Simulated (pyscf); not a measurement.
H₂O (SMILES O) + H₂N–SiH₂–OH (SMILES N[SiH2]O) → HO–SiH₂–OH (SMILES O[SiH2]O) + NH₃ (SMILES N) (four-centre exchange; singlet surface; H–O, N–Si broken, O–Si, H–N formed). Structures and frequencies: ωB97X-D3(BJ)/def2-SVP in PySCF. Correlated levels are frozen-core, on RHF or UHF. ΔMP2 is the change of the MP2 total energy from the triple- to the quadruple-zeta basis. Energies in eV from the separated reactants.

| level | barrier | reaction energy |
|---|---|---|
| PBE/def2-TZVP | 0.57 | -0.50 |
| r²SCAN/def2-TZVP | 0.64 | -0.53 |
| M06-2X/def2-TZVP | 0.74 | -0.51 |
| HF/def2-TZVP | 1.55 | -0.57 |
| MP2/def2-QZVPP | 0.82 | -0.47 |
| CCSD/def2-TZVPP | 0.98 | -0.50 |
| CCSD(T)/def2-TZVPP + ΔMP2(QZVPP) | 0.89 | -0.47 |

Of the functionals in the table, M06-2X is closest to CCSD(T)/def2-TZVPP + ΔMP2(QZVPP) in the barrier (0.14 eV apart) and PBE least close (0.32 eV); that level has limits of its own. On the reactant side the descent ends in a complex, 0.21 eV under the separated species and 0.96 eV under the saddle at ωB97X-D3(BJ)/def2-TZVP. On the product side the descent ends in an adduct with a N–Si contact, 0.23 eV under the separated species and 1.47 eV under the saddle at ωB97X-D3(BJ)/def2-TZVP. What is counted as broken (N–Si) persists as a longer contact in the product adduct; parting that adduct is a step of its own. At ωB97X-D3(BJ)/def2-TZVP the barrier from the zero used here is 0.75 eV. This is the saddle that the search found; another between the same sides may lie lower. The CCSD(T) − MP2 part came from Ansatz, without density fitting, on the same reference.
